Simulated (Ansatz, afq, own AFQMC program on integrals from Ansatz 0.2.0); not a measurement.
# Where AFQMC and coupled cluster stand for BC, doublet

```
atom   x (Å)   y (Å)   z (Å)
   B  0.0000  0.0000  0.0000
   C  0.0000  0.0000  1.3280
```

Basis 6-31G. Noble-gas cores (and the filled d shells of Ga–Kr and In–Xe) are frozen. AFQMC by an in-house program on the Cholesky factors that Ansatz 0.2.0 writes for its CCSD(T) run. ph-AFQMC/CISD is guided by a CISD state made of CCSD amplitudes; releasing the constraint for a short imaginary time cuts its bias at the price of noise, slowly where states lie close. Uncertainties: one standard error, sampling alone.

Determinant: ROHF, the one that the program's search chose, which needn't be the lowest solution. The geometry is a point of a scan.

Full CI on the same integrals is exact in this basis and with this determinant's frozen core.

Cautions: a spin-contaminated unrestricted determinant lies lower (UHF 2.97 eV lower, ⟨S²⟩ 2.05); the search met a lower determinant of the same kind, perhaps of another symmetry (672 meV lower), and this one is a saddle point; strong correlation (T1 0.100, weight of the determinant 0.70, largest double 0.37); (T) is large, 9 % of the CCSD correlation; the CCSD(T) amplitudes may be one of several solutions (largest double 0.37); the CCSDT(Q) amplitudes may be one of several solutions (largest double 0.46); the CCSDTQ amplitudes may be one of several solutions (largest double 0.46); the released energies have errors that jump between times, so the bars are unsure, so no released level is given (meV from the phaseless value at times in 1/Eh: -31 ± 5 at 0.24, -50 ± 5 at 0.51, -73 ± 23 at 0.99, -102 ± 4 at 1.62, -124 ± 5 at 2.40).

```
T1 diagnostic                               : 0.0997
weight of the determinant in the CISD state : 0.696
size of the correlated space                : 7 electrons in 16 orbitals
```

| level | correlation energy (eV) |
| --- | --- |
| MP2 | -4.7115 |
| CCSD | -5.4053 |
| CCSD(T) | -5.8706 |

(1) Estimate where phaseless AFQMC with a CISD trial lies against CCSD(T) on the same integrals.

(1) 18.5 ± 0.5 kJ/mol above CCSD(T).

Reference: full CI, correlation energy -5.864 eV. The cautions show a poor starting determinant, so the rows tell how each method copes with it here, and full CI is the sure value.

| level | E − E(reference) (kJ/mol) | share of correlation (%) |
| --- | --- | --- |
| CCSD(T) | -0.7 | 100.12 |
| CCSDT | 4.1 | 99.27 |
| CCSDT(Q) | 0.1 | 99.98 |
| CCSDTQ | 0.7 | 99.87 |
| ph-AFQMC/CISD | 17.8 ± 0.5 | 96.85 |

CCSDT and higher add their correlation energy to the determinant of the CCSD(T) run, since their own runs factorise the integrals more tightly (a shift of under 2 meV).
